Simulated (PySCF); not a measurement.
```xyz
11

C      0.0084     1.1614     0.2714
C      1.1983     0.4438     0.1790
C      1.1306    -0.9125    -0.1417
N     -0.0113    -1.5584    -0.3642
C     -1.1434    -0.8651    -0.2738
C     -1.1915     0.4936     0.0401
H      0.0161     2.2259     0.5202
H      2.1643     0.9236     0.3517
H      2.0493    -1.5058    -0.2222
H     -2.0704    -1.4200    -0.4616
H     -2.1503     1.0135     0.1010
```

Charge 0, multiplicity 1.

Give the Mulliken and meta-Löwdin atomic charges from M06-2X/def2-TZVP // PBE0-D3(BJ)/def2-SVP in PySCF.


```csv
atom,Mulliken (e),meta-Löwdin (e)
C1,-0.11,-0.09
C2,-0.15,-0.15
C3,-0.05,0.01
N4,-0.22,-0.26
C5,-0.05,0.01
C6,-0.15,-0.15
H7,0.15,0.12
H8,0.14,0.12
H9,0.14,0.12
H10,0.14,0.12
H11,0.14,0.12
```
